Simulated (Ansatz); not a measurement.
A calculation with Ansatz (development build ahead of 0.2.0).

```yaml
crystal:
  periodic: [false, false, false]
  atoms:
    - { symbol: "N", position_ang: [-0.00954, 0.41845, -0.3381] }
    - { symbol: H, position_ang: [0.0353, 1.32009, 0.20007] }
    - { symbol: O, position_ang: [0.04475, -0.53823, 0.28696] }
basis:
  gaussian: { orbitals: aug-cc-pVDZ }
hamiltonian:
  xc: hf
correlation:
  method: mp2
  frozen_orbitals: { H: 0, "N": 1, O: 1 }
```

The input is written out in the form of the current development build from the run's settings.

Output:

```json
{"Converged": "yes", "Reference energy": "-129.80979 hartree", "Correlation energy": "-0.35646 hartree", "Total energy": "-130.16624 hartree", "Spin squared of the determinant": "0.000"}
```
